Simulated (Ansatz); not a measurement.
A made-up structure of CH$_{4}$AlO, doublet:

C1  (-0.484, -0.287, -0.965)
O2  (-0.392, -1.058, 0.123)
Al3  (0.468, 0.239, 0.976)
H4  (-1.432, 0.208, -1.176)
H5  (0.203, -0.469, -1.793)
H6  (-0.406, 1.191, 1.881)
H7  (-1.462, -0.365, -0.566)
(Å)

It is relaxed with PBE-D4/def2-SVP and then PBE0-D4/def2-TZVP (Ansatz 0.2.0). Atoms count as bonded within 1.22 times the sum of their covalent radii (H–H: 0.88 Å). The end point is not checked to be a true minimum.

Q: Does its bonding change? (Judge from chemistry; the calculation decides.)

A: By the calculation: Yes. Formed: none; broken: C1–Al3, H4–H7.

Where it ends: The first stage lowers the energy by 5.84 eV in 14 steps. It ends as CH₄AlO ([CH3][O][AlH]):
C1  (-0.769, -0.403, -1.024)
O2  (-0.048, -0.716, 0.132)
Al3  (0.368, 0.024, 1.589)
H4  (-1.182, 0.613, -0.997)
H5  (-0.121, -0.484, -1.904)
H6  (-0.155, 1.531, 1.835)
H7  (-1.598, -1.106, -1.152)
(Å)

Labels in which every atom is bracketed show which atoms are joined, not bond orders.

For scale, one of the runs: PBE0-D4/def2-TZVP relaxation, 123 basis functions, launched by `ansatz run in.yaml --threads 2 --pin off --events-out ev --progress --plain --max-ram 4352MiB`. The run took about 25 s on 2 CPU threads of an Arm Neoverse V2 (shared host).
